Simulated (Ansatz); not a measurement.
**BeLi (doublet): wave-function methods side by side, def2-TZVPP**

One table from this session's results is given with a row withheld; the runs are named, their logs left out.

Computed with Ansatz 0.2.0, Gaussian basis. Level: def2-TZVPP, core rule «outside noble gas», up to 2 orbitals frozen.

Plan: UHF; ROHF; CCSD(T) on UHF.

2 further runs of the same task are left out: 2 set aside as unsound or not needed.

### The system

The geometry is a PBE0/def2-TZVP stationary point (not a proven minimum).

2 atoms, charge 0, spin multiplicity 2.

Atoms are counted from 1 here; the program's logs count them from 0.

No contacts short enough for the rule that draws bonds.

The first run:

in.yaml reads:

```yaml
crystal:
  periodic: [false, false, false]
  atoms:
    - {symbol: Li, position_ang: [0.000000, 0.000000, 0.000000]}
    - {symbol: Be, position_ang: [0.000000, 0.000000, 2.584800]}
basis:
  gaussian: {orbitals: def2-TZVPP}
magnetization: {spin_polarized: true, initial_magnetization: 1}
hamiltonian: {xc: hf}
output: {orbitals: {seedname: orbitals}}
```

Started as:

```
> ansatz run in.yaml --threads 1 --pin off --events-out ev --progress --plain --max-ram 4096MiB --backend cpu
```

Steps of the session up to this table: UHF; ROHF; CCSD(T) on UHF.

One table of the session follows, with a row left open; its other results are not shown here.

It belongs to the step «Misses and costs». 

```
  method  from UCCSD(T) (kcal/mol)
    ROHF                    +33.80
     UHF                         ?
    UMP2                    +13.28
   UCCSD                     +0.63
UCCSD(T)                         0
```

**Question.** Estimate the row for UHF.

**Answer.** from UCCSD(T) (kcal/mol): +29.65. In the column «from UCCSD(T) (kcal/mol)» it lies between UMP2 (+13.28) and ROHF (+33.80).
